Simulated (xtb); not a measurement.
xtb input (GFN1-xTB):

```bash
xtb mol.xyz --gfn 1 --sp --chrg 0 --uhf 0
```
mol.xyz:
```
8

C     -0.00019564     0.15550613     0.00202606
O      0.17957592     1.34436533     0.02150869
O     -1.24075127    -0.39145260    -0.00806867
H     -1.87281039     0.34435362     0.00369323
C      1.06723178    -0.89990501    -0.01278463
H      2.04521103    -0.42828240    -0.01861809
H      0.96507153    -1.53966993     0.86487500
H      0.94971371    -1.53330981    -0.89291883
```

Output:

```
           -------------------------------------------------
          |                Calculation Setup                |
           -------------------------------------------------

           -------------------------------------------------
          |                 G F N 1 - x T B                 |
           -------------------------------------------------

        Reference                      10.1021/acs.jctc.7b00118
      * Hamiltonian:
        H0-scaling (s, p, d)           1.850000    2.250000    2.000000
        zeta-weighting                 0.000000
      * Dispersion:
        s8                             2.400000
        a1                             0.630000
        a2                             5.000000
        s9                             0.000000
      * Repulsion:
        kExp                           1.500000
        rExp                           1.000000
      * Coulomb:
        alpha                          2.000000
        third order                    atomic
        anisotropic                    false
      * Halogen bond correction:
        rad-scale                      1.300000
        damping                        0.440000

          ...................................................
          :                      SETUP                      :
          :.................................................:
          :  # basis functions                  24          :
          :  # atomic orbitals                  24          :
          :  # shells                           16          :
          :  # electrons                        24          :
          :  # halogen bonds                     0          :
          :  max. iterations                   250          :
          :  Hamiltonian                  GFN1-xTB          :
          :  restarted?                      false          :
          :  GBSA solvation                  false          :
          :  PC potential                    false          :
          :  electronic temp.          300.0000000     K    :
          :  accuracy                    1.0000000          :
          :  -> integral cutoff          0.2500000E+02      :
          :  -> integral neglect         0.1000000E-07      :
          :  -> SCF convergence          0.1000000E-05 Eh   :
          :  -> wf. convergence          0.2000000E-04 e    :
          :  Broyden damping             0.4000000          :
          :  net charge                          0          :
          :  unpaired electrons                  0          :
          ...................................................

 iter      E             dE          RMSdq      gap      omega  full diag
   1    -15.8155622 -0.158156E+02  0.782E+00    7.26       0.0  T
   2    -15.9277629 -0.112201E+00  0.449E+00    5.40       1.0  T
   3    -15.9300178 -0.225488E-02  0.213E+00    6.07       1.0  T
   4    -15.9346776 -0.465987E-02  0.155E-01    5.70       1.0  T
   5    -15.9348539 -0.176310E-03  0.522E-02    5.77       1.0  T
   6    -15.9348692 -0.152301E-04  0.470E-03    5.76       7.5  T
   7    -15.9348693 -0.151151E-06  0.153E-03    5.76      23.0  T
   8    -15.9348693 -0.213828E-07  0.361E-04    5.76      98.0  T
   9    -15.9348693 -0.349793E-09  0.225E-04    5.76     157.4  T
  10    -15.9348693 -0.498328E-09  0.197E-05    5.76    1797.5  T
  11    -15.9348693 -0.313349E-11  0.229E-06    5.76   15446.4  T

   *** convergence criteria satisfied after 11 iterations ***

         #    Occupation            Energy/Eh            Energy/eV
      -------------------------------------------------------------
         1        2.0000           -0.8325433             -22.6547
       ...           ...                  ...                  ...
         6        2.0000           -0.6302810             -17.1508
         7        2.0000           -0.6094915             -16.5851
         8        2.0000           -0.5467282             -14.8772
         9        2.0000           -0.5433439             -14.7851
        10        2.0000           -0.5394502             -14.6792
        11        2.0000           -0.5327167             -14.4960
        12        2.0000           -0.4772117             -12.9856 (HOMO)
        13                         -0.2655972              -7.2273 (LUMO)
        14                         -0.1487898              -4.0488
        15                         -0.1313203              -3.5734
        16                         -0.0846490              -2.3034
        17                         -0.0811652              -2.2086
       ...                                ...                  ...
        24                          0.7148003              19.4507
      -------------------------------------------------------------
                  HL-Gap            0.2116145 Eh            5.7583 eV
             Fermi-level           -0.3714045 Eh          -10.1064 eV

 SCC (total)                   0 d,  0 h,  0 min,  0.005 sec
 SCC setup                      ...        0 min,  0.000 sec (  2.112%)
 Dispersion                     ...        0 min,  0.000 sec (  1.130%)
 classical contributions        ...        0 min,  0.000 sec (  0.501%)
 integral evaluation            ...        0 min,  0.001 sec ( 20.917%)
 iterations                     ...        0 min,  0.002 sec ( 36.140%)
 molecular gradient             ...        0 min,  0.002 sec ( 35.720%)
 printout                       ...        0 min,  0.000 sec (  3.274%)

         :::::::::::::::::::::::::::::::::::::::::::::::::::::
         ::                     SUMMARY                     ::
         :::::::::::::::::::::::::::::::::::::::::::::::::::::
         :: total energy             -15.800347410926 Eh    ::
         :: gradient norm              0.019752931085 Eh/a0 ::
         :: HOMO-LUMO gap              5.758324680569 eV    ::
         ::.................................................::
         :: SCC energy               -15.934869349512 Eh    ::
         :: -> electrostatic           0.088630932247 Eh    ::
         :: repulsion energy           0.136228861574 Eh    ::
         :: dispersion energy         -0.001706922987 Eh    ::
         :: halogen bond corr.         0.000000000000 Eh    ::
         :: add. restraining           0.000000000000 Eh    ::
         :: total charge               0.000000000000 e     ::
         :::::::::::::::::::::::::::::::::::::::::::::::::::::

           -------------------------------------------------
          |                Property Printout                |
           -------------------------------------------------

    * Orbital Energies and Occupations

         #    Occupation            Energy/Eh            Energy/eV
      -------------------------------------------------------------
         1        2.0000           -0.8325433             -22.6547
         2        2.0000           -0.8030611             -21.8524
         3        2.0000           -0.7097529             -19.3134
         4        2.0000           -0.6651861             -18.1006
         5        2.0000           -0.6306417             -17.1606
         6        2.0000           -0.6302810             -17.1508
         7        2.0000           -0.6094915             -16.5851
         8        2.0000           -0.5467282             -14.8772
         9        2.0000           -0.5433439             -14.7851
        10        2.0000           -0.5394502             -14.6792
        11        2.0000           -0.5327167             -14.4960
        12        2.0000           -0.4772117             -12.9856 (HOMO)
        13                         -0.2655972              -7.2273 (LUMO)
        14                         -0.1487898              -4.0488
        15                         -0.1313203              -3.5734
Note: The following floating-point exceptions are signalling: IEEE_DENORMAL
normal termination of xtb
        16                         -0.0846490              -2.3034
        17                         -0.0811652              -2.2086
        18                          0.0982832               2.6744
        19                          0.1896344               5.1602
        20                          0.2414547               6.5703
        21                          0.2641639               7.1883
        22                          0.3499596               9.5229
        23                          0.4169500              11.3458
        24                          0.7148003              19.4507
      -------------------------------------------------------------
                  HL-Gap            0.2116145 Eh            5.7583 eV
             Fermi-level           -0.3714045 Eh          -10.1064 eV

  Mulliken/CM5 charges         n(s)   n(p)   n(d)
     1C     0.58840  0.63344   0.982  2.429  0.000
     2O    -0.52301 -0.57312   1.721  4.802  0.000
     3O    -0.51636 -0.71282   1.704  4.813  0.000
     4H     0.37967  0.55598   0.620  0.000  0.000
     5C    -0.12138 -0.26132   1.017  3.105  0.000
     6H     0.06059  0.11615   0.939  0.000  0.000
     7H     0.06619  0.12095   0.934  0.000  0.000
     8H     0.06591  0.12074   0.934  0.000  0.000

Wiberg/Mayer (AO) data.
largest (>0.10) Wiberg bond orders for each atom

 ---------------------------------------------------------------------------
     #   Z sym  total        # sym  WBO       # sym  WBO       # sym  WBO
 ---------------------------------------------------------------------------
     1   6 C    3.829 --     2 O    1.732     3 O    1.087     5 C    0.995
     2   8 O    1.974 --     1 C    1.732     3 O    0.132
     3   8 O    2.089 --     1 C    1.087     4 H    0.841     2 O    0.132
     4   1 H    0.874 --     3 O    0.841
     5   6 C    3.994 --     1 C    0.995     6 H    0.985     8 H    0.967
                             7 H    0.966
     6   1 H    1.003 --     5 C    0.985
     7   1 H    1.000 --     5 C    0.966
     8   1 H    1.000 --     5 C    0.967
 ---------------------------------------------------------------------------

Topologies differ in total number of bonds
Writing topology from bond orders to xtbtopo.mol

 dipole moment from electron density (au)
     X       Y       Z
  -0.2626  -0.7594  -0.0101  total (Debye):    2.042

           -------------------------------------------------
          | TOTAL ENERGY              -15.800347410926 Eh   |
          | GRADIENT NORM               0.019752931085 Eh/α |
          | HOMO-LUMO GAP               5.758324680569 eV   |
           -------------------------------------------------

------------------------------------------------------------------------
------------------------------------------------------------------------
 total:
 SCF:
```
